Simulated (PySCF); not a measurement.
Ligands exchanged one at a time, Al F-NH2. All species are isolated molecules in the gas phase. Strings in code marks are SMILES.

All values below come from PySCF with PBE-D3(BJ)/def2-TZVP // B3LYP-D3(BJ)/def2-TZVP. All candidates: neutral, multiplicity 1. Excitations are Tamm–Dancoff values on a coarser integration grid. The basis has no diffuse functions, so Rydberg states are missing or too high.

```yaml
dipole_moment: 2.56 D
LUMO: -1.54 eV
S1 excitation (TDA): 5.19 eV
```

Question: Which member has these values?
(A) `[NH2][Al]([NH2])[NH2]`
(B) `[NH2][Al]([F])[F]`
(C) `[F][Al]([F])[F]`
(D) `[NH2][Al]([NH2])[F]`

Answer: B, `[NH2][Al]([F])[F]`. The others give `[NH2][Al]([NH2])[NH2]`: 0.00 D, -0.50 eV, 4.85 eV; `[F][Al]([F])[F]`: 0.00 D, -2.42 eV, 7.28 eV; `[NH2][Al]([NH2])[F]`: 2.37 D, -0.91 eV, 4.93 eV
